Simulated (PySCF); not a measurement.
Electronic absorption of 2,2-difluoropropane

Compound: 2,2-difluoropropane, C3H6F2.
SMILES: `CC(C)(F)F`

The calculation used PySCF 2.14.0, density-fitted response routines, TDDFT CAM-B3LYP/aug-cc-pVTZ, vertical, gas phase, core orbitals frozen in the response. Geometry: PBE0-D3(BJ)/def2-TZVP; no solvent, vibrations or thermal averaging.

| state | λ (nm) | E (eV) | f | main configurations (H = HOMO, L = LUMO) |
| --- | --- | --- | --- | --- |
| S1 | 141.9 | 8.74 | 0.037 | H→L (88%) |
| S2 | 129.6 | 9.56 | 0.0014 | H→L+1 (92%) |
| S3 | 129.6 | 9.57 | 0.0000 | H→L+2 (87%) |
| S4 | 127.2 | 9.75 | 0.019 | H→L+3 (84%) |
| S5 | 124.0 | 10.00 | 0.0002 | H-2→L (75%) |
| S6 | 123.6 | 10.04 | 0.083 | H-3→L (50%), H→L+6 (28%) |
| S7 | 122.6 | 10.12 | 0.018 | H→L+6 (47%), H-3→L (32%) |
| S8 | 122.4 | 10.13 | 0.025 | H-1→L (77%) |
| S9 | 121.3 | 10.22 | 0.136 | H-4→L (77%), H-3→L+1 (10%) |
| S10 | 120.1 | 10.32 | 0.0018 | H→L+8 (66%), H→L+21 (10%) |

Triplets, Tamm–Dancoff:

| state | E (eV) | λ (nm) | main configurations (H = HOMO, L = LUMO) |
| --- | --- | --- | --- |
| T1 | 8.64 | 143.5 | H→L (85%) |
| T2 | 9.44 | 131.3 | H→L+1 (87%) |
| T3 | 9.48 | 130.8 | H→L+2 (77%), H→L+12 (11%) |
| T4 | 9.70 | 127.9 | H→L+3 (85%) |

The lowest singlet lies at 8.74 eV (142 nm, vacuum ultraviolet) and is of moderate strength; its leading configuration is HOMO→LUMO (88%). The strongest level in the table is S9 at 10.22 eV (121 nm, f = 0.136). S2/S3 lie within about 0.01 eV of each other. Löwdin shares by element: HOMO fluorine 39%, carbon 35% or more (atoms not listed hold the other 26%); LUMO hydrogen 72% or more (atoms not listed hold the other 28%). The listed states span 1.59 eV, and the widest gap between neighbours is 0.83 eV (S1 to S2). Orbital energies (eV): HOMO-3 -12.52, HOMO-2 -12.50, HOMO-1 -12.48, HOMO -11.04, LUMO 0.19, LUMO+1 0.63, LUMO+2 0.79. Weighted by f, the mean energy of these states is 9.96 eV. Only the lowest 10 singlets were computed, as vertical energies without vibronic structure.
